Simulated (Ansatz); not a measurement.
A short molecular-dynamics run on C2H3F2 (`C[C](F)F`) radical.

```yaml
crystal:
  periodic: [false, false, false]
  atoms:
    - {symbol: C, position_ang: [-0.163641, 0.621607, 0.000052]}
    - {symbol: C, position_ang: [0.183921, -0.781960, 0.315373]}
    - {symbol: F, position_ang: [-0.645865, -1.701154, -0.171930]}
    - {symbol: F, position_ang: [1.440301, -1.133728, 0.053234]}
    - {symbol: H, position_ang: [0.520595, 1.295066, 0.514983]}
    - {symbol: H, position_ang: [-1.183042, 0.829804, 0.323009]}
    - {symbol: H, position_ang: [-0.091068, 0.802365, -1.080521]}
basis:
  gaussian: {orbitals: def2-SVP}
magnetization: {spin_polarized: true, initial_magnetization: 1}
hamiltonian: {xc: {name: PBE}}
md: {timestep: 2 fs, n_steps: 30, ensemble: nvt_langevin, temperature: 300, initial_velocities: maxwell_boltzmann, friction: 0.01, seed: 796}
```

```sh
$ ansatz run in.yaml --threads 2 --pin off --events-out ev --progress --plain --max-ram 22528MiB --backend cpu
```

| step | time (fs) | potential energy (eV) | kinetic (eV) | T (K) | conserved (eV) |
| --- | --- | --- | --- | --- | --- |
| 0 | 0.0 | -7541.3326 | 0.2327 | 257 | – |
| 1 | 2.0 | -7541.3070 | 0.2057 | 227 | – |
| 2 | 4.0 | -7541.2206 | 0.1317 | 146 | – |
| 3 | 6.0 | -7541.1972 | 0.1070 | 118 | – |
| 4 | 8.0 | -7541.1968 | 0.0966 | 107 | – |
| 5 | 10.0 | -7541.2488 | 0.1432 | 158 | – |
| 6 | 12.0 | -7541.2997 | 0.1902 | 210 | – |
| 7 | 14.0 | -7541.2932 | 0.2334 | 258 | – |
| 8 | 16.0 | -7541.2761 | 0.2162 | 239 | – |
| 9 | 18.0 | -7541.2089 | 0.1609 | 178 | – |
| 10 | 20.0 | -7541.1820 | 0.1320 | 146 | – |
| 11 | 22.0 | -7541.2004 | 0.1389 | 154 | – |
| 12 | 24.0 | -7541.2215 | 0.1584 | 175 | – |
| 13 | 26.0 | -7541.2647 | 0.2165 | 239 | – |
| 14 | 28.0 | -7541.2692 | 0.2093 | 231 | – |
| 15 | 30.0 | -7541.2221 | 0.1640 | 181 | – |
| 16 | 32.0 | -7541.1915 | 0.1292 | 143 | – |
| 17 | 34.0 | -7541.1760 | 0.1455 | 161 | – |
| 18 | 36.0 | -7541.2052 | 0.1567 | 173 | – |
| 19 | 38.0 | -7541.2586 | 0.1732 | 191 | – |
| 20 | 40.0 | -7541.2727 | 0.1586 | 175 | – |
| 21 | 42.0 | -7541.2845 | 0.1481 | 164 | – |
| 22 | 44.0 | -7541.2742 | 0.1538 | 170 | – |
| 23 | 46.0 | -7541.2470 | 0.1388 | 153 | – |
| 24 | 48.0 | -7541.2662 | 0.1585 | 175 | – |
| 25 | 50.0 | -7541.2746 | 0.1727 | 191 | – |
| 26 | 52.0 | -7541.2992 | 0.1830 | 202 | – |
| 27 | 54.0 | -7541.2916 | 0.1878 | 208 | – |
| 28 | 56.0 | -7541.2331 | 0.1574 | 174 | – |
| 29 | 58.0 | -7541.1882 | 0.1639 | 181 | – |
| 30 | 60.0 | -7541.1412 | 0.1244 | 137 | – |

Velocities are drawn at the set temperature; a run this short doesn't reach equilibrium.

Frames (Å, forces in eV/Å):

```xyz
7
time=0.0 fs
C    -0.164    0.622    0.000    0.065   -0.289    0.126
C     0.184   -0.782    0.315   -0.066    0.117    0.315
F    -0.646   -1.701   -0.172   -0.481   -0.413   -0.189
F     1.440   -1.134    0.053    0.649   -0.106   -0.065
H     0.521    1.295    0.515    0.341    0.394    0.243
H    -1.183    0.830    0.323   -0.534    0.155    0.145
H    -0.091    0.802   -1.081    0.025    0.141   -0.574
7
time=2.0 fs
C    -0.167    0.621   -0.010   -0.031    0.830    0.498
C     0.201   -0.771    0.316   -1.547   -0.351    0.046
F    -0.647   -1.710   -0.179    0.002    0.146    0.150
F     1.431   -1.134    0.067    1.504   -0.256   -0.212
H     0.560    1.310    0.498   -0.439   -0.204   -0.122
H    -1.216    0.846    0.336    0.628   -0.084   -0.217
H    -0.081    0.835   -1.099   -0.117   -0.080   -0.142
7
time=4.0 fs
C    -0.172    0.625   -0.017    0.251    1.257    0.191
C     0.214   -0.761    0.316   -2.720   -0.680   -0.182
F    -0.648   -1.719   -0.186    0.378    0.610    0.414
F     1.425   -1.136    0.080    2.164   -0.364   -0.320
H     0.581    1.316    0.479   -0.740   -0.369   -0.180
H    -1.226    0.853    0.345    0.923   -0.143   -0.344
H    -0.074    0.867   -1.122   -0.257   -0.311    0.422
7
time=6.0 fs
C    -0.176    0.633   -0.022    1.024    0.812   -0.474
C     0.219   -0.751    0.317   -3.151   -0.923   -0.384
F    -0.648   -1.726   -0.192    0.570    0.924    0.569
F     1.422   -1.139    0.090    2.340   -0.343   -0.329
H     0.574    1.313    0.457   -0.452   -0.088    0.068
H    -1.194    0.854    0.341   -0.023    0.062   -0.050
H    -0.077    0.891   -1.132   -0.308   -0.444    0.601
7
time=8.0 fs
C    -0.174    0.643   -0.027    1.240   -0.200   -0.604
C     0.212   -0.746    0.316   -2.771   -1.127   -0.537
F    -0.647   -1.730   -0.198    0.605    1.092    0.612
F     1.423   -1.141    0.101    1.966   -0.195   -0.238
H     0.555    1.304    0.441    0.248    0.488    0.501
H    -1.161    0.857    0.333   -1.078    0.284    0.334
H    -0.090    0.899   -1.112   -0.211   -0.343   -0.068
7
time=10.0 fs
C    -0.166    0.653   -0.031    0.170   -0.401    0.340
C     0.199   -0.744    0.313   -1.952   -1.251   -0.552
F    -0.646   -1.731   -0.203    0.567    1.146    0.564
F     1.429   -1.142    0.112    1.270    0.000   -0.118
H     0.551    1.312    0.449    0.394    0.519    0.484
H    -1.171    0.878    0.336   -0.384    0.104    0.110
H    -0.109    0.893   -1.095   -0.065   -0.118   -0.828
7
time=12.0 fs
C    -0.158    0.661   -0.033   -0.354    0.337    0.899
C     0.181   -0.744    0.307   -0.878   -1.234   -0.410
F    -0.646   -1.729   -0.206    0.448    1.076    0.434
F     1.437   -1.143    0.124    0.423    0.204   -0.013
H     0.567    1.343    0.477   -0.237   -0.207   -0.136
H    -1.193    0.905    0.343    0.563   -0.147   -0.222
H    -0.126    0.881   -1.109    0.036   -0.029   -0.550
7
time=14.0 fs
C    -0.151    0.672   -0.031   -0.525    0.575    0.442
C     0.159   -0.746    0.301    0.321   -1.006   -0.178
F    -0.647   -1.725   -0.208    0.262    0.898    0.240
F     1.448   -1.142    0.138   -0.464    0.382    0.059
H     0.572    1.369    0.501   -0.498   -0.617   -0.524
H    -1.195    0.925    0.342    0.760   -0.215   -0.287
H    -0.144    0.870   -1.137    0.143   -0.017    0.248
7
time=16.0 fs
C    -0.146    0.684   -0.026   -0.661   -0.212   -0.558
C     0.137   -0.750    0.297    1.420   -0.506    0.099
F    -0.649   -1.718   -0.208    0.012    0.591   -0.007
F     1.459   -1.141    0.154   -1.201    0.486    0.082
H     0.549    1.371    0.505    0.055   -0.269   -0.285
H    -1.171    0.936    0.334    0.134   -0.087   -0.087
H    -0.157    0.868   -1.154    0.241   -0.004    0.756
7
time=18.0 fs
C    -0.145    0.694   -0.024   -0.662   -1.425   -1.240
C     0.120   -0.755    0.293    2.228    0.231    0.448
F    -0.651   -1.710   -0.207   -0.306    0.120   -0.315
F     1.467   -1.137    0.169   -1.652    0.497    0.052
H     0.519    1.358    0.502    0.942    0.441    0.298
H    -1.142    0.948    0.321   -0.830    0.094    0.218
H    -0.154    0.876   -1.143    0.281    0.042    0.538
7
time=20.0 fs
C    -0.146    0.699   -0.025   -0.829   -1.544   -0.388
C     0.108   -0.761    0.288    2.636    0.894    0.774
F    -0.653   -1.703   -0.206   -0.558   -0.334   -0.584
F     1.471   -1.131    0.185   -1.866    0.451   -0.015
H     0.520    1.354    0.510    0.933    0.412    0.348
H    -1.149    0.970    0.311   -0.602   -0.006    0.175
H    -0.140    0.895   -1.113    0.284    0.128   -0.310
7
time=22.0 fs
C    -0.151    0.700   -0.027   -0.758   -0.593    0.699
C     0.106   -0.762    0.286    2.542    1.160    0.847
F    -0.658   -1.699   -0.205   -0.561   -0.509   -0.652
F     1.470   -1.125    0.200   -1.887    0.388   -0.083
H     0.555    1.356    0.525    0.045   -0.266   -0.157
H    -1.184    0.991    0.308    0.381   -0.258   -0.076
H    -0.119    0.924   -1.101    0.238    0.078   -0.577
7
time=24.0 fs
C    -0.158    0.698   -0.027   -0.073    0.176    0.474
C     0.114   -0.757    0.286    1.936    0.978    0.667
F    -0.663   -1.696   -0.205   -0.313   -0.377   -0.514
F     1.466   -1.119    0.214   -1.704    0.325   -0.142
H     0.592    1.345    0.535   -0.641   -0.605   -0.474
H    -1.200    1.000    0.300    0.673   -0.317   -0.111
H    -0.093    0.958   -1.115    0.123   -0.181    0.101
7
time=26.0 fs
C    -0.167    0.697   -0.026    0.898    0.100   -0.228
C     0.128   -0.748    0.287    0.881    0.528    0.386
F    -0.669   -1.692   -0.208    0.096   -0.069   -0.269
F     1.458   -1.110    0.227   -1.271    0.222   -0.209
H     0.607    1.304    0.536   -0.660   -0.287   -0.339
H    -1.187    0.993    0.289    0.079   -0.119    0.090
H    -0.062    0.984   -1.125   -0.023   -0.375    0.569
7
time=28.0 fs
C    -0.171    0.695   -0.025    1.192   -0.544   -0.648
C     0.146   -0.738    0.288   -0.459    0.038    0.160
F    -0.675   -1.688   -0.211    0.526    0.250   -0.031
F     1.448   -1.101    0.239   -0.571    0.044   -0.285
H     0.601    1.248    0.528   -0.055    0.491    0.232
H    -1.174    0.983    0.283   -0.509    0.072    0.270
H    -0.030    0.994   -1.108   -0.124   -0.352    0.302
7
time=30.0 fs
C    -0.172    0.690   -0.025    0.740   -0.675   -0.046
C     0.161   -0.728    0.289   -1.710   -0.386    0.068
F    -0.680   -1.686   -0.215    0.835    0.490    0.136
F     1.436   -1.092    0.251    0.263   -0.181   -0.347
H     0.599    1.216    0.527    0.247    0.892    0.575
H    -1.181    0.981    0.284   -0.247    0.005    0.172
H    -0.001    0.992   -1.073   -0.128   -0.145   -0.559
7
time=32.0 fs
C    -0.174    0.684   -0.025    0.873    0.185    0.770
C     0.166   -0.718    0.291   -2.475   -0.724    0.102
F    -0.682   -1.684   -0.218    0.976    0.644    0.223
F     1.423   -1.082    0.262    0.951   -0.380   -0.369
H     0.608    1.228    0.549   -0.403    0.437    0.137
H    -1.199    0.978    0.288    0.250   -0.124   -0.051
H     0.027    0.988   -1.059   -0.173   -0.040   -0.812
7
time=34.0 fs
C    -0.175    0.680   -0.022    1.065    1.123    0.687
C     0.163   -0.709    0.294   -2.673   -0.971    0.199
F    -0.681   -1.682   -0.219    0.973    0.726    0.250
F     1.412   -1.071    0.270    1.350   -0.504   -0.354
H     0.600    1.263    0.578   -0.877   -0.085   -0.309
H    -1.213    0.966    0.292    0.509   -0.163   -0.256
H     0.053    0.983   -1.071   -0.347   -0.127   -0.217
7
time=36.0 fs
C    -0.173    0.683   -0.019    0.987    1.313    0.382
C     0.154   -0.701    0.299   -2.309   -1.144    0.330
F    -0.679   -1.678   -0.219    0.862    0.748    0.221
F     1.404   -1.062    0.278    1.383   -0.529   -0.316
H     0.561    1.297    0.601   -0.744   -0.258   -0.425
H    -1.210    0.942    0.292    0.236   -0.032   -0.327
H     0.064    0.968   -1.083   -0.414   -0.099    0.134
7
time=38.0 fs
C    -0.168    0.690   -0.017    0.728    0.708   -0.102
C     0.136   -0.696    0.303   -1.366   -1.236    0.487
F    -0.676   -1.673   -0.220    0.656    0.689    0.127
F     1.400   -1.057    0.286    0.961   -0.435   -0.262
H     0.502    1.317    0.613   -0.101    0.023   -0.129
H    -1.193    0.914    0.280   -0.551    0.218   -0.227
H     0.062    0.948   -1.086   -0.328    0.033    0.106
7
time=40.0 fs
C    -0.162    0.698   -0.016   -0.247   -0.068   -0.416
C     0.114   -0.695    0.308   -0.190   -1.145    0.628
F    -0.673   -1.668   -0.220    0.363    0.536   -0.019
F     1.397   -1.056    0.292    0.368   -0.291   -0.191
H     0.447    1.332    0.617    0.583    0.487    0.367
H    -1.196    0.890    0.261   -0.709    0.322   -0.239
H     0.052    0.934   -1.082   -0.167    0.158   -0.130
7
time=42.0 fs
C    -0.158    0.706   -0.016   -1.309   -0.266    0.055
C     0.093   -0.697    0.317    0.795   -0.728    0.714
F    -0.669   -1.664   -0.220    0.046    0.308   -0.183
F     1.395   -1.055    0.297   -0.125   -0.172   -0.117
H     0.418    1.362    0.631    0.548    0.347    0.258
H    -1.226    0.880    0.241    0.037    0.260   -0.374
H     0.037    0.921   -1.080    0.009    0.250   -0.352
7
time=44.0 fs
C    -0.159    0.717   -0.016   -1.345   -0.017    0.453
C     0.076   -0.704    0.326    1.525   -0.009    0.790
F    -0.665   -1.660   -0.222   -0.269    0.006   -0.372
F     1.394   -1.056    0.303   -0.491   -0.089   -0.060
H     0.412    1.407    0.655   -0.020   -0.370   -0.425
H    -1.253    0.879    0.208    0.503    0.237   -0.349
H     0.026    0.909   -1.095    0.098    0.241   -0.037
7
time=46.0 fs
C    -0.166    0.728   -0.015   -0.781   -0.194    0.147
C     0.065   -0.712    0.337    1.861    0.774    0.803
F    -0.661   -1.654   -0.226   -0.529   -0.301   -0.541
F     1.392   -1.056    0.309   -0.652   -0.041   -0.015
H     0.400    1.436    0.672   -0.263   -0.696   -0.775
H    -1.257    0.888    0.166    0.242    0.263   -0.172
H     0.024    0.897   -1.117    0.122    0.195    0.552
7
time=48.0 fs
C    -0.176    0.736   -0.014   -0.437   -1.076   -0.474
C     0.062   -0.718    0.352    1.657    1.308    0.637
F    -0.658   -1.648   -0.231   -0.622   -0.461   -0.579
F     1.387   -1.055    0.314   -0.578   -0.025    0.028
H     0.370    1.428    0.658    0.187   -0.152   -0.285
H    -1.250    0.913    0.127   -0.359    0.232   -0.001
H     0.033    0.887   -1.120    0.151    0.173    0.673
7
time=50.0 fs
C    -0.187    0.739   -0.015   -0.912   -1.998   -0.722
C     0.065   -0.720    0.368    0.998    1.380    0.323
F    -0.656   -1.644   -0.237   -0.510   -0.387   -0.438
F     1.381   -1.053    0.318   -0.333   -0.011    0.060
H     0.338    1.409    0.630    0.886    0.774    0.624
H    -1.259    0.948    0.087   -0.393    0.054    0.087
H     0.049    0.878   -1.094    0.264    0.189    0.067
7
time=52.0 fs
C    -0.203    0.735   -0.017   -0.920   -1.440    0.209
C     0.071   -0.718    0.384    0.158    1.188   -0.025
F    -0.654   -1.641   -0.243   -0.313   -0.217   -0.209
F     1.376   -1.050    0.322   -0.026    0.012    0.079
H     0.336    1.416    0.627    0.568    0.500    0.400
H    -1.285    0.989    0.044    0.157   -0.249    0.144
H     0.075    0.868   -1.066    0.376    0.204   -0.598
7
time=54.0 fs
C    -0.221    0.727   -0.019   -0.015   -0.057    0.763
C     0.078   -0.716    0.399   -0.618    0.925   -0.402
F    -0.651   -1.639   -0.248   -0.152   -0.073    0.027
F     1.371   -1.048    0.327    0.269    0.060    0.108
H     0.352    1.438    0.640   -0.261   -0.389   -0.370
H    -1.308    1.030    0.010    0.588   -0.541    0.188
H     0.113    0.870   -1.061    0.189    0.076   -0.314
7
time=56.0 fs
C    -0.241    0.720   -0.018    1.161    0.675    0.332
C     0.083   -0.712    0.414   -1.291    0.633   -0.827
F    -0.648   -1.637   -0.253   -0.005    0.073    0.271
F     1.365   -1.047    0.332    0.516    0.123    0.148
H     0.353    1.443    0.644   -0.599   -0.670   -0.562
H    -1.313    1.060   -0.014    0.458   -0.675    0.204
H     0.160    0.886   -1.065   -0.239   -0.159    0.435
7
time=58.0 fs
C    -0.259    0.716   -0.016    1.892    0.457   -0.122
C     0.084   -0.708    0.430   -1.729    0.326   -1.274
F    -0.648   -1.636   -0.257    0.144    0.229    0.517
F     1.362   -1.045    0.337    0.598    0.199    0.198
H     0.332    1.425    0.625   -0.383   -0.254   -0.101
H    -1.308    1.071   -0.040   -0.049   -0.621    0.219
H     0.196    0.900   -1.050   -0.472   -0.336    0.563
7
time=60.0 fs
C    -0.271    0.712   -0.017    1.612   -0.366   -0.318
C     0.081   -0.703    0.445   -1.863    0.000   -1.643
F    -0.648   -1.634   -0.261    0.247    0.352    0.715
F     1.358   -1.042    0.345    0.557    0.267    0.257
H     0.300    1.399    0.596    0.210    0.642    0.798
H    -1.308    1.059   -0.067   -0.431   -0.507    0.233
H     0.210    0.906   -1.013   -0.333   -0.387   -0.043
```

Hardware: 2 threads of an AMD EPYC 7R13 on a shared host. Wall time 30 s, peak host memory 0.19 GiB.
